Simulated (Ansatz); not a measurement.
# AlHO (singlet): wave-function methods side by side, cc-pVDZ

One table from this session's results is given with a row withheld; the runs are named, their logs left out.

Program: Ansatz 0.2.0, Gaussian basis. Level of theory: cc-pVDZ, core rule «outside noble gas», up to 6 orbitals frozen. These are calculated values, not measurements.

The runs, in order: UHF; CCSD(T) on RHF; BCCD(T) on RHF; CISD; CCSDT(Q) on RHF.

31 further runs of the same task are left out: 12 for a known fault of the program, 4 that didn't finish, 15 set aside as unsound or not needed.

**The geometry**

The geometry is a PBE0/def2-TZVP stationary point (not a proven minimum).

3 atoms, charge 0, spin multiplicity 1.

Atoms are counted from 1 here; the program's logs count them from 0.

Bond lengths: Al1–O2 1.594 Å, Al1–H3 1.568 Å. Angles: O2–Al1–H3 180.0°.

As a file:

```xyz
3
charge 0, multiplicity 1
Al    0.0000    0.0000    0.0085
O     0.0000    0.0000   -1.5853
H     0.0000    0.0000    1.5768
```

The first run:

in.yaml

```yaml
crystal:
  periodic: [false, false, false]
  atoms:
    - {symbol: Al, position_ang: [0.000000, 0.000000, 0.008471]}
    - {symbol: O, position_ang: [0.000000, 0.000000, -1.585277]}
    - {symbol: H, position_ang: [0.000000, 0.000000, 1.576806]}
basis:
  gaussian: {orbitals: cc-pVDZ}
magnetization: {spin_polarized: true, initial_magnetization: 0}
hamiltonian: {xc: hf}
output: {orbitals: {seedname: orbitals}}
```

Command:

```
> ansatz run in.yaml --threads 1 --pin off --events-out ev --progress --plain --max-ram 2393MiB
```

Among the steps run: UHF; CCSD(T) on RHF; BCCD(T) on RHF; CISD; CCSDT(Q) on RHF.

One of the session's tables, all rows but one given; the rest of the session is left out.

It belongs to the step «Misses and costs». 

| method | from RCCSDT(Q) (kJ/mol) |
| --- | --- |
| RHF | +745.1 |
| RMP2 | +42.4 |
| CISD | ? |
| RCCSD | +37.3 |
| RCCSD(T) | +7.6 |
| BCCD(T) | +6.9 |
| RCCSDT | +5.2 |
| RCCSDT(Q) | 0 |

**Question.** Estimate the row for CISD.

The run gave: from RCCSDT(Q) (kJ/mol): +89.1. In the column «from RCCSDT(Q) (kJ/mol)» it lies between RMP2 (+42.4) and RHF (+745.1).

With the free atoms at the same levels and basis (separate runs), the atomisation energy is 7.292 eV at RCCSDT(Q), 7.228 eV at RCCSD(T), 4.089 eV at RHF.
